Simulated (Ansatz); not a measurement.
## Ansatz (development build ahead of 0.2.0) run

```yaml
crystal:
  periodic: [false, false, false]
  atoms:
    - { symbol: F, position_ang: [-0.02939, 0.18891, -1.2671] }
    - { symbol: O, position_ang: [-0.01292, -0.51206, 0.17515] }
    - { symbol: O, position_ang: [-0.00077, 0.32698, 1.08935] }
basis:
  gaussian: { orbitals: cc-pVTZ }
magnetization:
  spin_polarized: true
  initial_magnetization: 1
hamiltonian:
  xc: hf
correlation:
  method: mp2
  frozen_orbitals: { F: 1, O: 1 }
output:
  forces: true
```

The input is written out in the form of the current development build from the run's settings.

Results

```yaml
Converged: yes
Reference_energy: -249.02524 hartree
Correlation_energy: -0.64882 hartree
Total_energy: -249.67406 hartree
Spin_squared_of_the_determinant: 1.472
Stability_test: minimum
Occupied_orbitals_by_symmetry_in_an_Abelian_subgroup_alpha;_beta: 10 A' 3 A''; 10 A' 2 A''
```

Forces (eV/Å):
```json
{"atom": "F1", "Fx": "-0.010", "Fy": "0.361", "Fz": "-0.859"}
{"atom": "O2", "Fx": "0.075", "Fy": "4.215", "Fz": "5.748"}
{"atom": "O3", "Fx": "-0.065", "Fy": "-4.576", "Fz": "-4.889"}
```

Caution: the unrestricted determinant is spin contaminated; forces differ strongly between restricted and unrestricted references.
